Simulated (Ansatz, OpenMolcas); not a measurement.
**BCl (SMILES [B]Cl): from total energies to a heat of formation**

BCl has 2 atoms, charge 0, and is taken as a singlet. As SMILES, `[B]Cl`. The shape is that of a PBE0-D4/def2-TZVP optimisation.

```jsonl
{"atom": "B", "x (Å)": "0.0000", "y (Å)": "0.0000", "z (Å)": "-0.0697"}
{"atom": "Cl", "x (Å)": "0.0000", "y (Å)": "0.0000", "z (Å)": "1.6482"}
```

Total energies at B3LYP/def2-TZVPPD (OpenMolcas 26.06); the atoms run unrestricted:

```tsv
species	state	energy (Eh)
BCl	singlet	-485.021467
B	doublet	-24.663967
Cl	doublet	-460.167790
```

Harmonic wavenumbers at PBE0-D4/def2-TZVP, in cm⁻¹: 846.

Measured heats of formation of the gaseous atoms at 298.15 K, in kJ/mol: B 570.3, Cl 121.3. Spin-orbit lowering of the atoms at 298 K (mean of the ground term's levels less their thermal mean, from spectra), in kJ/mol: B 0.00, Cl 3.44. Take 1 Eh = 2625.50 kJ/mol, 1 cm⁻¹ = 0.0119627 kJ/mol, RT = 2.479 kJ/mol.

Problem. What heat of formation follows?

Solution. 
1. Electronic atomisation energy: (-24.663967) + (-460.167790) − (-485.021467) = 0.189710 Eh = 498.1 kJ/mol.
2. Zero-point energy: half the sum of the wavenumbers, 423 cm⁻¹ = 5.1 kJ/mol.
3. Thermal vibrational enthalpy, Σ hcν̃/(exp(hcν̃/kT) − 1): 0.2 kJ/mol. Translation, rotation and pV of a linear molecule: 3.5 RT = 8.7 kJ/mol.
4. The 2 free atoms carry 5/2 RT each: 12.4 kJ/mol.
5. Spin-orbit coupling lowers the free atoms by 0.00 + 3.44 = 3.4 kJ/mol.
6. Atomisation enthalpy at 298 K: 498.1 − 3.4 − 5.1 − 0.2 − 8.7 + 12.4 = 493.1 kJ/mol.
7. Sum of the atoms' heats of formation: 691.6 kJ/mol. Heat of formation: 691.6 − 493.1 = +198.5 kJ/mol.

No measured value is set beside it here. Anharmonicity and any spin-orbit splitting of the molecule are left out.
